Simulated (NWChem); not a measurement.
Species: CH cation, singlet

```xyz
2

C      0.0000     0.0000    -0.1450
H      0.0000     0.0000     1.0022
```
Atoms are numbered in this order, from 1.

Low-valent species are run as closed-shell singlets; no triplet was tried in these runs. Structure relaxed at the PBE0/def2-SVP level. B3LYP is NWChem's, with the RPA form of VWN correlation.

### Question
Split the isotropic spin-spin couplings (Hz) from B3LYP/6-31G** (spherical d) (NWChem) into Fermi-contact, spin-dipolar, paramagnetic and diamagnetic spin-orbit terms, for the pairs 1–2.

### Answer
| pair | FC | SD | PSO | DSO | total |
|---|---|---|---|---|---|
| 13C(1)–1H(2) | 45.30 | -8.85 | 5.07 | -0.85 | 40.68 |
